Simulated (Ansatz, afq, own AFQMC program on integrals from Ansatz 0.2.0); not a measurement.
Two steps: Ansatz 0.2.0 writes the Fock matrix and Cholesky factors of the valence space, and afq projects on them the lowest state that overlaps trial and start.

```yaml
crystal:
  periodic: [false, false, false]
  atoms:
    - {symbol: Zn, position_ang: [0.000000, 0.000000, 0.000000]}
basis:
  gaussian: {orbitals: def2-SVP}
magnetization: {spin_polarized: false}
correlation: {method: ccsd_t, electrons: outside_noble_gas, hamiltonian_folder: ham}
```

```sh
$ ansatz run in.yaml --threads 1 --pin off --events-out ev --progress --plain --max-ram 24576MiB --backend cuda --devices 0, --max-vram 18GiB
```

afq runs on the folder ham with

```
--method free --trial cisd --walkers 4000 --time-step 0.03 --max-blocks 4000 --target-error 0.00025 --factor-cut 1e-05 --seed 6829 --times 0,0.21,0.42,0.81,1.2,1.8,2.4,3 --taylor-order 8
```

Times are imaginary, in 1/Eh. The walk had a cap of 61 s.

afq prints:

```
orbitals 22  electrons 6 6  factors 173 of 237
reference energy -1777.56148093 Eh
CCSD correlation -0.27620842 Eh in 8 cycles, weight of the determinant in the CISD state 0.9196
repeat  energy at the last time / Eh  error
    10  -1777.844120  0.000124
    20  -1777.844049  0.000126
    30  -1777.844174  0.000114
time / (1/Eh)  energy / Eh  error  mean overlap
  0.00  -1777.837698  0.000083  1.0878
  0.21  -1777.842137  0.000079  1.0873
  0.42  -1777.843141  0.000063  1.0879
  0.81  -1777.843683  0.000074  1.0899
  1.20  -1777.843918  0.000105  1.0895
  1.80  -1777.843946  0.000115  1.0931
  2.40  -1777.843914  0.000085  1.0897
  3.00  -1777.844199  0.000113  1.0893
energy -1777.844199 +/- 0.000113 Eh
```

The run passed its tests (error under three times the target), which doesn't prove that it has relaxed.

Against this walk (error 3.1 meV) on the same determinant: CCSD(T) 35.2 meV lower, CCSDT(Q) 8.4 meV higher, CCSDTQ 2.1 meV lower (within the noise). The error is statistical, and a free projection of finite length keeps a remainder of its start. The last points scatter (meV from the last: 14.0 ± 2.0 at 0.81, 8 ± 3 at 1.20, 7 ± 3 at 1.80, 7.8 ± 2.3 at 2.40, 0 ± 3 at 3.00); the last is the one printed as the energy, and the gaps above move with that scatter.

Cautions: remainder of the start not in the error; no relativity below Rb; outer-core shells of the metal frozen.

The walk took 9.1 s on 1 × NVIDIA H100 80GB HBM3 with 2 threads of AMD EPYC 7R13 Processor (Zen 3) (shared host) (the card was shared). The log's last line is the free-projection energy.

CCSDT and higher add their correlation energy to the determinant of the CCSD(T) run, since their own runs factorise the integrals more tightly (a shift of under 2 meV). A walk keeps the symmetry of its determinant, which the program's search chose and which needn't be the lowest solution, so a lower state of the same spin and another symmetry isn't excluded.
